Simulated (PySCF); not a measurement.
**Spin states of LiSi**

Unrestricted PBE0; PySCF, spin-free X2C with a Gaussian nucleus, basis sets Li jorge-DZP-DKH, Si jorge-DZP-DKH. Outer shells of the fragments: Li 2s1; Si 3s2 3p2.

Followed along the bond (rough minima from three points):

```csv
2Ms+1,unpaired,⟨S²⟩ at the start,R at minimum (Å),Te (eV)
4,"σ ↑, π ↑↑",3.75,2.39,0.00
2,"σ ↑, π ↑↓",1.76,2.41,0.52
2,"σ ↓, π ↑↑",1.77,2.43,0.55
2,π ↑,0.75,2.58,0.60
2,σ ↑,0.76,2.41,1.34
```

Solutions found at the starting distance of 2.400 Å, counted from the lowest of them; the search is not exhaustive and high or unbound solutions are not listed, so other states can lie among these:

```tsv
2Ms+1	unpaired	term	E (eV)	⟨S²⟩	⟨Lz²⟩	μ (D)
4	σ ↑, π ↑↑	⁴Σ⁻	0.00	3.75	0.00	-5.81
2	σ ↑, π ↑↓	mixed	0.52	1.76	2.02	-5.71
2	σ ↓, π ↑↑	mixed	0.55	1.77	0.00	-5.92
2	π ↑	²Π	0.66	0.75	1.01	-5.15
2	σ ↑	mixed	1.34	0.76	2.00	-5.15
2	π ↑	²Π	2.08	0.76	1.02	-4.81
4	σ ↑↑, π ↑	⁴Π	2.26	3.75	1.01	5.13
2	σ ↑↑, π ↓	mixed	2.58	1.76	1.01	5.25
4	σ ↑, π ↑↑	mixed	3.44	3.75	2.01	1.86
4	σ ↑↑, π ↑	⁴Π	6.14	3.82	1.01	-5.05
4	σ ↑↑↑, π ↑↓	mixed	8.37	4.75	2.01	4.88
```

A term symbol is given only where ⟨S²⟩ and ⟨Lz²⟩ are close to those of a pure state; real π, δ and φ orbitals otherwise mix terms. A positive dipole means Li(−)Si(+).
